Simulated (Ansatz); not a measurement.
**H3S− (singlet): from Hartree-Fock to the top rungs, aug-cc-pVDZ**

An exercise on one series of results from a longer session: the logs are not shown, and one member is left open.

Method: aug-cc-pVDZ, core rule «outside noble gas», up to 5 orbitals frozen; program: Ansatz 0.2.0, Gaussian basis.

The runs, in order: UHF; CCSD(T) on RHF; BCCD(T) on RHF; CISD; CCSDT(Q) on RHF; CCSDTQ on RHF; CASSCF and MRCISD+Q, 10 electrons in 7 orbitals; CASSCF and NEVPT4(SD), 10 electrons in 7 orbitals; CASSCF and NEVPT2, 10 electrons in 7 orbitals.

3 further runs of the same task are left out: 3 set aside as unsound or not needed.

### The system

The geometry is a PBE0/def2-TZVPD stationary point (not a proven minimum).

4 atoms, charge -1, spin multiplicity 1.

Atoms are counted from 1 here; the program's logs count them from 0.

Bond lengths: S1–H3 1.328 Å, S1–H4 1.527 Å. Angles: H3–S1–H4 87.2°.

The first run:

in.yaml reads:

```yaml
crystal:
  periodic: [false, false, false]
  atoms:
    - {symbol: S, position_ang: [0.000000, -0.046972, 0.014238]}
    - {symbol: H, position_ang: [0.000000, 0.059624, -1.878778]}
    - {symbol: H, position_ang: [0.000000, 1.275584, -0.101144]}
    - {symbol: H, position_ang: [0.000000, 0.159097, 1.526981]}
basis:
  gaussian: {orbitals: aug-cc-pVDZ}
total_charge: -1
magnetization: {spin_polarized: true, initial_magnetization: 0}
hamiltonian: {xc: hf}
output: {orbitals: {seedname: orbitals}}
```

Started as:

```
> ansatz run in.yaml --threads 1 --pin off --events-out ev --progress --plain --max-ram 3968MiB --backend cpu
```

Steps of the session up to this table: UHF; CCSD(T) on RHF; BCCD(T) on RHF; CISD; CCSDT(Q) on RHF; CCSDTQ on RHF; CASSCF and MRCISD+Q, 10 electrons in 7 orbitals; CASSCF and NEVPT4(SD), 10 electrons in 7 orbitals; CASSCF and NEVPT2, 10 electrons in 7 orbitals.

One table of the session follows, with a row left open; its other results are not shown here.

```
            method  from RCCSDTQ (kJ/mol)
               RHF                 +626.2
              RMP2                      ?
              CISD                  +73.9
             RCCSD                  +25.9
          RCCSD(T)                   +3.7
           BCCD(T)                   +3.7
            RCCSDT                   +1.5
         RCCSDT(Q)                    0.0
           RCCSDTQ                      0
    CASSCF valence                 +527.2
    NEVPT2 valence                 +132.8
NEVPT4(SD) valence                  +20.0
    MRCISD valence                  +53.1
  MRCISD+Q valence                   +6.9
```

**Question.** Estimate the row for RMP2.

**Answer.** from RCCSDTQ (kJ/mol): +101.1. In the column «from RCCSDTQ (kJ/mol)» it lies between CISD (+73.9) and NEVPT2 valence (+132.8).
